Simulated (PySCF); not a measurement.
Molecule: `Cn1cccn1`, C4H6N2.

Structure with atom numbers: `[CH3:1][n:2]1[cH:3][cH:4][cH:5][n:6]1`. Hydrogens are named by the atom that carries them.

Geometry PBE0-D3(BJ)/def2-SVP throughout; GIAO in PySCF 2.14, gas phase, one conformer, non-relativistic; equivalent atoms averaged; basis pcSseg-2.

For orientation, mPW1PW91 gives these absolute shieldings σ: C5 37.7, C3 48.1, C1 143.0, N6 -92.2, N2 32.6, H(C3) 23.90, H(C5) 23.85, H(C4) 24.80, H(C1) 27.42 ppm.

A run gave: C5 38.7, C3 49.1, C1 143.7, N6 -90.5, N2 33.7, H(C3) 23.84, H(C5) 23.80, H(C4) 24.73, H(C1) 27.36 ppm (absolute shieldings σ).

Q: Which functional was used in that run?
A. KT2
B. PBE0
C. KT3
D. B97-D

A: B. N6 tells them apart best: PBE0 gives -90.5, B97-D gives -78.7, KT3 gives -68.1, KT2 gives -70.5 ppm.
